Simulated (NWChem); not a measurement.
# Si2H4 (SMILES [SiH][SiH3]): U-revPBE0/SBKJC-VDZ (density fitting with weigend coulomb fitting, core potential)

Aim: the energy difference between two shapes of Si2H4 at U-revPBE0/SBKJC-VDZ (density fitting with weigend coulomb fitting, core potential), from 2 runs. 

The calculation is run with NWChem 7.3.0.

## Step 1: Starting point

Si2H4 has 6 atoms, charge 0, and is taken as a triplet. As SMILES, `[SiH][SiH3]`. The coordinates come from a GFN2-xTB relaxation.

Bond lengths: Si1–Si2 2.254 Å, Si1–H3 1.473 Å, Si2–H4 1.467 Å, Si2–H5 1.474 Å, Si2–H6 1.474 Å. Angles: Si1–Si2–H4 105.5°, Si1–Si2–H5 115.5°, Si1–Si2–H6 115.4°, Si2–Si1–H3 128.8°, H4–Si2–H5 107.9°, H4–Si2–H6 107.9°, H5–Si2–H6 104.3°.

## Step 2: Energy and forces at U-revPBE0/SBKJC-VDZ (density fitting with weigend coulomb fitting, core potential)

h4si2.nw

```
start h4si2
title "H4Si2 gradient"
memory total 2200 mb

geometry noautosym nocenter noautoz
 Si    0.322720   -1.575880    0.287350
 Si   -0.300130    0.523270   -0.245660
 H     1.427930   -2.017820    1.155760
 H    -1.456530    0.376070   -1.136010
 H     0.714920    1.325330   -0.951090
 H    -0.708920    1.369020    0.889660
end

basis spherical bse
 * library SBKJC-VDZ
end

ecp bse
 Si library SBKJC-VDZ
end

basis "cd basis" spherical
 * library "weigend coulomb fitting"
end

dft
 xc revpbe 0.75 cpbe96 1.0 hfexch 0.25
 mult 3
 grid medium
 convergence energy 1e-05
 maxiter 150
 mulliken
end

task dft gradient
```

Command:

```bash
$ nwchem h4si2.nw > h4si2.out
```

The log of the run:

```text
[...]
          Wavefunction type:  spin polarized.
          No. of atoms     :     6
          No. of electrons :    12
[...]
          Charge           :     0
          Spin multiplicity:     3
[...]
          AO basis - number of functions:    24
[...]
              XC Information
              --------------
                     Hartree-Fock (Exact) Exchange  0.250
                        RevPBE Exchange Functional  0.750
            Perdew 1991 LDA Correlation Functional  1.000 local
           PerdewBurkeErnz. Correlation Functional  1.000 non-local
[...]
 d= 0,ls=0.0,diis     1     -9.9840022176 -2.32D+01  1.57D-02  1.90D-02     0.3
[...]
 d= 0,ls=0.0,diis     7    -10.0080140738 -1.20D-07  7.02D-06  2.06D-09     1.4
[...]
         Total DFT energy =      -10.008014073775
      One electron energy =      -39.597940864609
           Coulomb energy =       20.073691783536
    Exchange-Corr. energy =       -3.714355309544
 Nuclear repulsion energy =       13.230590316842
[...]
      Total Density - Mulliken Population Analysis
     ---------------------------------------------
    Atom       Charge   Shell Charges
 -----------   ------   -------------------------------------------------------
    1 Si   4     4.01   1.27  2.07  0.20  0.47
    2 Si   4     3.81   1.23  2.31  0.07  0.20
    3 H    1     1.04   0.42  0.62
    4 H    1     1.05   0.43  0.62
    5 H    1     1.05   0.43  0.62
    6 H    1     1.05   0.43  0.62
[...]
      <S2> =      2.0040 (Exact =     2.0000)
[...]
  wavefunction    = open shell
                         DFT ENERGY GRADIENTS
    atom               coordinates                        gradient
                 x          y          z           x          y          z
   1 Si      0.609852  -2.977981   0.543013    0.005331   0.021896   0.003639
   2 Si     -0.567163   0.988837  -0.464230    0.001375  -0.013821   0.001352
   3 H       2.698396  -3.813127   2.184070   -0.013125   0.003396  -0.010266
   4 H      -2.752443   0.710669  -2.146748    0.013694   0.001295   0.010581
   5 H       1.351003   2.504511  -1.797299   -0.012643  -0.006099   0.008997
   6 H      -1.339665   2.587073   1.681214    0.005368  -0.006668  -0.014302
[...]
```

Run time: 2.5 s. Hardware: 1 thread of Intel Xeon 6975P-C (Granite Rapids), shared host; peak memory 0.11 GiB.

## Step 3: The distorted shape, same level

struct.nw

```
echo
start struct
title "H4Si2"
memory 2200 mb

geometry noautosym nocenter noautoz
  Si    0.338146   -1.583784    0.275350
  Si   -0.309169    0.551238   -0.270061
  H     1.434577   -2.003577    1.159965
  H    -1.440311    0.390292   -1.143917
  H     0.711141    1.284722   -0.964903
  H    -0.733570    1.380041    0.867993
end

basis "ao basis" spherical bse
  * library SBKJC-VDZ
end

ecp bse
  Si library SBKJC-VDZ
end

basis "cd basis" spherical
  * library "weigend coulomb fitting"
end

dft
  xc revpbe 0.75 cpbe96 1.0 hfexch 0.25
  mult 3
  grid medium
  convergence energy 1e-05
  maxiter 150
  mulliken
end

task dft gradient
```

Command:

```bash
$ nwchem struct.nw > struct.out
```

The log of the run:

```text
[...]
          Wavefunction type:  spin polarized.
          No. of atoms     :     6
          No. of electrons :    12
[...]
          Charge           :     0
          Spin multiplicity:     3
[...]
          AO basis - number of functions:    24
[...]
              XC Information
              --------------
                     Hartree-Fock (Exact) Exchange  0.250
                        RevPBE Exchange Functional  0.750
            Perdew 1991 LDA Correlation Functional  1.000 local
           PerdewBurkeErnz. Correlation Functional  1.000 non-local
[...]
 d= 0,ls=0.0,diis     1     -9.9833841887 -2.32D+01  1.53D-02  1.87D-02     0.4
[...]
 d= 0,ls=0.0,diis     7    -10.0070390575 -1.19D-07  6.87D-06  2.10D-09     1.6
[...]
         Total DFT energy =      -10.007039057524
      One electron energy =      -39.588021063622
           Coulomb energy =       20.071970661734
    Exchange-Corr. energy =       -3.721851316893
 Nuclear repulsion energy =       13.230862661258
[...]
      Total Density - Mulliken Population Analysis
     ---------------------------------------------
    Atom       Charge   Shell Charges
 -----------   ------   -------------------------------------------------------
    1 Si   4     4.02   1.27  2.05  0.20  0.49
    2 Si   4     3.81   1.23  2.31  0.07  0.19
    3 H    1     1.04   0.42  0.62
    4 H    1     1.04   0.44  0.60
    5 H    1     1.05   0.44  0.61
    6 H    1     1.05   0.43  0.62
[...]
      <S2> =      2.0037 (Exact =     2.0000)
[...]
  wavefunction    = open shell
                         DFT ENERGY GRADIENTS
    atom               coordinates                        gradient
                 x          y          z           x          y          z
   1 Si      0.639003  -2.992918   0.520336    0.010067   0.011475   0.007017
   2 Si     -0.584245   1.041689  -0.510341   -0.000381   0.004926  -0.014297
   3 H       2.710957  -3.786212   2.192016   -0.014374   0.003702  -0.011509
   4 H      -2.721793   0.737545  -2.161690    0.022666   0.002692   0.017944
   5 H       1.343862   2.427773  -1.823402   -0.022633  -0.015005   0.015459
   6 H      -1.386246   2.607899   1.640269    0.004654  -0.007792  -0.014614
[...]
```

Wall time 2.5 s (1 thread of Intel Xeon 6975P-C (Granite Rapids), shared host); peak memory 0.11 GiB.

## Step 4: What came out

At U-revPBE0/SBKJC-VDZ (density fitting with weigend coulomb fitting, core potential):

| quantity | value |
| --- | --- |
| first shape: total energy | -10.00801 Eh |
| first shape: dipole moment | 0.43 D |
| first shape: HOMO energy (highest over α and β) | -5.75 eV |
| first shape: LUMO energy (lowest over α and β) | -2.78 eV |
| first shape: ⟨S²⟩ | 2.004 |
| first shape: largest force on an atom | 1.174 eV/Å |
| distorted shape: total energy | -10.00704 Eh |
| distorted shape: dipole moment | 0.55 D |
| distorted shape: HOMO energy (highest over α and β) | -5.69 eV |
| distorted shape: LUMO energy (lowest over α and β) | -2.76 eV |
| distorted shape: ⟨S²⟩ | 2.004 |
| distorted shape: largest force on an atom | 1.607 eV/Å |
| energy change with the atoms displaced | 0.027 eV |

With the atoms displaced the energy rises by 0.03 eV (0.6 kcal/mol). The first shape isn't relaxed at this level, so the change isn't measured from a minimum. The largest force (first shape) is 1.17 eV/Å: the shape isn't a stationary point for this species at this level. Mulliken charges (first shape) run from -0.05 on H4 to +0.19 on Si2; they depend strongly on the basis. Mulliken charges (distorted shape) run from -0.05 on H5 to +0.19 on Si2.
